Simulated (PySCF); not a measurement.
C4H9P2 (charge +1).
Cartesian coordinates in Å at the GFN2-xTB level; atoms count from 1:
```xyz
15
C4H9P2 angstrom
C     -1.7749    0.8929    0.4354
C     -1.4018    0.6905   -0.8204
C     -0.4547   -0.3428   -1.2823
C     -0.0327   -1.5174   -0.4195
P      1.2850   -0.2925   -0.6464
P      1.6544    0.8186    1.1701
H     -1.4204    0.2998    1.2634
H     -2.4881    1.6595    0.6797
H     -1.8070    1.3085   -1.6089
H     -0.5052   -0.5387   -2.3505
H      0.0684   -2.4765   -0.9134
H     -0.4718   -1.5895    0.5681
H      2.1741   -0.8393   -1.5606
H      2.8233    0.0953    1.4546
H      2.3470    1.8398    0.5032
```

Theory: TDDFT PBE0/def2-SVPD, vertical, gas phase, core orbitals frozen in the response (PySCF 2.14.0, density-fitted response routines).

Ground-to-excited transition dipoles (e·a0, same axes as the geometry; the sign carries no meaning), for the states with f of 0.002 or more among the lowest 7:

```tsv
state	E (eV)	μx	μy	μz
S1	4.661	0.785	-0.066	0.028
S2	5.237	-0.397	0.168	0.200
S3	5.999	0.124	-0.376	-0.452
S4	6.401	-0.258	-0.063	0.051
S5	6.432	0.001	-0.140	-0.011
S6	6.657	0.239	0.144	0.472
S7	6.739	0.057	-0.144	-0.086
```

Problem. Work out the oscillator strengths.

Solution. f = (2/3) ΔE |μ|² with ΔE in hartree (27.2114 eV).

```json
{"state": "S1", "|μ|² (au)": "0.621", "|μ| (D)": "2.00", "f": "0.071"}
{"state": "S2", "|μ|² (au)": "0.226", "|μ| (D)": "1.21", "f": "0.029"}
{"state": "S3", "|μ|² (au)": "0.361", "|μ| (D)": "1.53", "f": "0.053"}
{"state": "S4", "|μ|² (au)": "0.073", "|μ| (D)": "0.69", "f": "0.011"}
{"state": "S5", "|μ|² (au)": "0.020", "|μ| (D)": "0.36", "f": "0.003"}
{"state": "S6", "|μ|² (au)": "0.301", "|μ| (D)": "1.39", "f": "0.049"}
{"state": "S7", "|μ|² (au)": "0.031", "|μ| (D)": "0.45", "f": "0.005"}
```

Problem. Which bond between heavy atoms lies closest to the direction of the S1 transition dipole?

Solution. C3–P5, at 19° from it; next C2–C3 at 47°.

Problem. What angle do the transition dipoles of S4 and S6 make?

Solution. |cos θ| = |μa·μb| / (|μa| |μb|) = 0.32, so θ ≈ 72° (taken between 0 and 90°, since the signs are arbitrary).

Problem. How is the summed strength of these states shared among x, y and z?

Solution. (2/3) Σ ΔE μα² gives 0.113 for x, 0.035 for y and 0.073 for z, 0.222 in all.

Problem. What peak molar absorption coefficient would the strongest computed level give as a lone Gaussian band 0.3 eV wide at half height?

Solution. ε(max) = 2.175×10⁸ f / FWHM, with the width in cm⁻¹. S1: 2.175×10⁸ × 0.0710 / 2420 ≈ 6400 L mol⁻¹ cm⁻¹.

One conformer stands for the species.
